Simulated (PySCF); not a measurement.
# Telling isomers of CH2BO+ apart by their spectra

These gas-phase data were calculated for one isomer of CH2BO+ at PBE0-D3(BJ)/def2-SVP (harmonic, unscaled wavenumbers; equilibrium rotational constants with average atomic masses):

* rotational constants: 282.4, 8.443, 8.198 GHz
* all wavenumbers above 1500 cm⁻¹: 3219, 3101, 2045

Candidates:

(1) `[CH2+]B=O`, a singlet
(2) `B1[CH+]O1`, a singlet

Q: Assign the data to one candidate and say why.

A: Candidate (1). No mode falls between 2350 and 2900 cm⁻¹, where the B–H stretch of (2) would stand.

The same quantities for all candidates:

```
     rotational constants (GHz)  wavenumbers above 1500 cm⁻¹  E above the lowest, PBE0-D3(BJ)/def2-SVP (kcal/mol)
(1)         282.4, 8.443, 8.198             3219, 3101, 2045                                                  9.8
(2)         40.78, 25.32, 15.62             3205, 2848, 1580                                                  0.0
```

Each candidate is one conformer. Programs: PySCF 2.14.0.
